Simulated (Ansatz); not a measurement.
AlH$_{4}$NO (`[NH2][AlH][OH]`). The species carries charge 0 and has multiplicity 1.

```xyz
7

N     0.9388    0.2401    0.9203
Al   -0.0897   -0.3178   -0.3950
O    -1.5679    0.4899   -0.6068
H     0.7158    0.9943    1.5488
H     1.8359   -0.1558    1.1466
H     0.3612   -1.5133   -1.3233
H    -2.1940    0.2626   -1.2906
```

Question: What are the harmonic wavenumbers in cm⁻¹ at PBE0-D4/def2-TZVP (Ansatz, finite differences of forces, unscaled)? (An estimate is asked.)

Answer: Ansatz gave: 214, 288, 371, 387, 517, 540, 656, 715, 779, 916, 1563, 1950, 3616, 3708, 3975.

Question: Is this a minimum?

Answer: Yes, all 15 modes are real.

Question: Give the ideal-gas thermochemistry at 298.15 K and 1 bar (rigid rotor, harmonic oscillator; point group Cs, symmetry number 1).

Answer: Zero-point energy 120.8 kJ/mol; H(298) − E = 137.1 kJ/mol; entropy 290.4 J/(mol·K), of which translation 160.1, rotation 97.7, vibration 32.6; G(298) − E = 50.5 kJ/mol.

Question: And at 400, 500, 600, 800 and 1000 K?

Answer: 
| T (K) | H − E (kJ/mol) | S (J/mol/K) | G − E (kJ/mol) |
| --- | --- | --- | --- |
| 400 | 146.2 | 316.6 | 19.5 |
| 500 | 156.1 | 338.8 | -13.3 |
| 600 | 166.8 | 358.2 | -48.1 |
| 800 | 189.7 | 391.0 | -123.2 |
| 1000 | 214.0 | 418.2 | -204.2 |

Question: Rotational constants (cm⁻¹)?

Answer: 0.9398, 0.2141, 0.1743.
